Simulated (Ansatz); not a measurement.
# CH3AlN− (SMILES [CH2]1[N-][AlH]1): functionals against CCSD(T) at one geometry

Aim: energy, forces and dipole at a structure displaced at random from a GFN2-xTB minimum, from CCSD(T) and from density functionals.

Program: Ansatz 0.2.0, Gaussian basis. Level of theory: single points in def2-TZVPPD. These are calculated values, not measurements.

Cores are frozen in the correlated methods.

### Step 1. Where the work starts

SMILES `[CH2]1[N-][AlH]1`, 6 atoms, charge -1, spin multiplicity 1.

Atoms are counted from 1 here; the program's logs count them from 0.

Bond lengths: C1–Al3 1.899 Å, C1–H4 1.103 Å, C1–H5 1.125 Å, N2–Al3 1.726 Å, Al3–H6 1.616 Å. Angles: Al3–C1–H4 127.7°, Al3–C1–H5 127.6°, H4–C1–H5 104.6°, C1–Al3–N2 54.7°, C1–Al3–H6 135.0°, N2–Al3–H6 170.2°.

As a file:

```
C     0.1201   -0.2153   -0.7036
N    -1.1032   -0.7438    0.3084
Al   -0.0650    0.3951    1.0850
H    -0.3395    0.2079   -1.6124
H     0.6794   -1.1215   -1.0649
H     0.7286    1.4444    2.0231
```

### Step 2. CCSD(T)/def2-TZVPPD

run/in.yaml reads:

```yaml
crystal:
  periodic: [false, false, false]
  atoms:
    - {symbol: C, position_ang: [0.120100, -0.215300, -0.703600]}
    - {symbol: N, position_ang: [-1.103200, -0.743800, 0.308400]}
    - {symbol: Al, position_ang: [-0.065000, 0.395100, 1.085000]}
    - {symbol: H, position_ang: [-0.339500, 0.207900, -1.612400]}
    - {symbol: H, position_ang: [0.679400, -1.121500, -1.064900]}
    - {symbol: H, position_ang: [0.728600, 1.444400, 2.023100]}
basis:
  gaussian: {orbitals: "def2-TZVPPD.json"}
total_charge: -1
correlation: {method: ccsd_t}
output: {forces: true}
```

The basis file named in the input lies beside it (Basis Set Exchange, JSON).

The command line of these runs was not kept.

### Step 3. PBE0-D4/def2-TZVPPD

Edit run/in.yaml of step 2 so:

```diff
@@ -12,3 +12,3 @@
 total_charge: -1
-correlation: {method: ccsd_t}
-output: {forces: true}
+hamiltonian: {xc: pbe0, dispersion: d4}
+output: {forces: true, orbitals: {seedname: orbitals}}
```

### Step 4. wB97M-V/def2-TZVPPD

Edit run/in.yaml of step 3 so:

```diff
@@ -12,3 +12,3 @@
 total_charge: -1
-hamiltonian: {xc: pbe0, dispersion: d4}
-output: {forces: true, orbitals: {seedname: orbitals}}
+hamiltonian: {xc: {name: wB97M-V}}
+output: {forces: true}
```

### Step 5. r2SCAN-D4/def2-TZVPPD

Edit run/in.yaml of step 4 so:

```diff
@@ -12,3 +12,3 @@
 total_charge: -1
-hamiltonian: {xc: {name: wB97M-V}}
+hamiltonian: {xc: r2scan, dispersion: d4}
 output: {forces: true}
```

### Step 6. PBE-D4/def2-TZVPPD

Edit run/in.yaml of step 5 so:

```diff
@@ -12,3 +12,3 @@
 total_charge: -1
-hamiltonian: {xc: r2scan, dispersion: d4}
+hamiltonian: {xc: pbe, dispersion: d4}
 output: {forces: true}
```

### Step 7. BLYP-D4/def2-TZVPPD

Edit run/in.yaml of step 6 so:

```diff
@@ -12,3 +12,3 @@
 total_charge: -1
-hamiltonian: {xc: pbe, dispersion: d4}
+hamiltonian: {xc: {name: BLYP}, dispersion: d4}
 output: {forces: true}
```

### Step 8. wB97X-V/def2-TZVPPD

Edit run/in.yaml of step 7 so:

```diff
@@ -12,3 +12,3 @@
 total_charge: -1
-hamiltonian: {xc: {name: BLYP}, dispersion: d4}
+hamiltonian: {xc: {name: wB97X-V}}
 output: {forces: true}
```

(Steps that only read results are left out.)

Q: Predict the outcome of this session. Wanted: RMS force component; RMS force error; HOMO and LUMO, PBE0-D4; T1 diagnostic.

**Answer**, as computed:

```
              quantity                                                                                           value
   RMS force component                                                            0.517 to 0.642 eV/Å over the methods
       RMS force error  PBE0-D4 0.338, wB97M-V 0.361, r2SCAN-D4 0.210, PBE-D4 0.155, BLYP-D4 0.112, wB97X-V 0.401 eV/Å
HOMO and LUMO, PBE0-D4                                                                                0.10 and 3.50 eV
         T1 diagnostic                                                                                           0.029
```

In words: The forces of BLYP-D4 come nearest to CCSD(T), those of wB97X-V are farthest. Frozen-core CCSD(T) forces in triple zeta carry basis errors of their own, and this is one geometry, so small gaps rank nothing. The T1 diagnostic is large here, over the usual mark for main-group molecules (transition-metal compounds often pass it harmlessly), so CCSD(T) itself may be off. The restricted Hartree–Fock reference is unstable towards an unrestricted one at one or more of these structures.
